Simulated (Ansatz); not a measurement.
Predict the output of the script below (the Ansatz DFT code, driven from Python).

The script, `c2hf3_disp.py`:
```python
'''Dispersion corrections for C2HF3.'''

import ansatz as az

GEOMETRY = '''
C     0.97560    0.01810    0.68220
C    -0.37960   -0.01050    0.00270
F    -0.47370   -1.13180   -0.80000
F    -1.37210   -0.05030    0.96280
F    -0.53580    1.12430   -0.77080
H     1.78560    0.05020   -0.07690
'''

system = az.Crystal.molecule()
for line in GEOMETRY.strip().splitlines():
    symbol, *xyz = line.split()
    system = system.atom(symbol, [float(v) for v in xyz])

calc = system.calculation()
calc = calc.basis(gaussian='def2-SVP')
calc = calc.spin('collinear', total=2)
for name in ['blyp', 'revpbe']:
    for correction in ('d3bj', 'd4'):
        data = calc.functional(name, dispersion=correction).run(threads=1).report
        print(f'{name:8s} {correction:5s} total {data["free_energy_ev"]:.5f} eV, of which dispersion {1000 * data["dispersion"]["energy"]["ev"]:.2f} meV')
```

`python c2hf3_disp.py` gives:
```text
blyp     d3bj  total -10227.50197 eV, of which dispersion -159.92 meV
blyp     d4    total -10227.53481 eV, of which dispersion -192.75 meV
revpbe   d3bj  total -10225.84451 eV, of which dispersion -205.43 meV
revpbe   d4    total -10225.95748 eV, of which dispersion -318.40 meV
```

Caveats:
- Total energies depend on the basis set; only differences at equal settings carry meaning.
- The geometry is a force-field or estimated start, not a minimum of this method, and the basis set is short of its limit. D4 holds the three-body term, and d3bj doesn't.
- The run takes the species as open-shell (spin multiplicity 3), which needn't be its ground state.
- Wall time of the script: 11 s on 1 thread of Arm Neoverse V1, on a shared host, peak memory 0.18 GiB.
